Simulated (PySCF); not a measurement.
Compound: C2H4.
Bonds: C1–C2 (double). Hydrogens: H3, H4 on C1; H5, H6 on C2.

An MMFF94s structure was refined with PBE0-D3(BJ)/def2-SVP geometry optimisation, gas phase (PySCF 2.14.0). Its MMFF94s values:

```json
{"coordinate": "C1=C2", "MMFF94s": "1.263 Å"}
{"coordinate": "C1–H3", "MMFF94s": "1.209 Å"}
{"coordinate": "C2–C1–H3", "MMFF94s": "121.1°"}
{"coordinate": "H3–C1–H4", "MMFF94s": "114.6°"}
```

Question: How do these coordinates change at the PBE0-D3(BJ)/def2-SVP level?

Answer: 
```tsv
coordinate	PBE0-D3(BJ)/def2-SVP (Å or °)	change
C1–H3	1.094	-0.115
C1=C2	1.331	+0.068
H3–C1–H4	116.6	+2.0
C2–C1–H3	121.6	+0.5
```

The energy falls by 13.0 kcal/mol over 7 energy and gradient evaluations, the largest force component goes from 0.1135 to 2.6e-04 Eh/bohr, and the atoms move by 0.061 Å rms after alignment. The bond that changes most is C1–H3 (terminal =CH2 carbon to vinylic hydrogen), which shortens by 0.115 Å. Bonds longer at the end by more than 0.005 Å: 2 of 5; shorter: 2. Rotational constants go from 141458, 32592, 26503 to 144640, 30039, 24873 MHz.

The run used 48 basis functions and 44 SCF cycles in all.

PBE0-D3(BJ)/def2-SVP frequencies: not computed here.
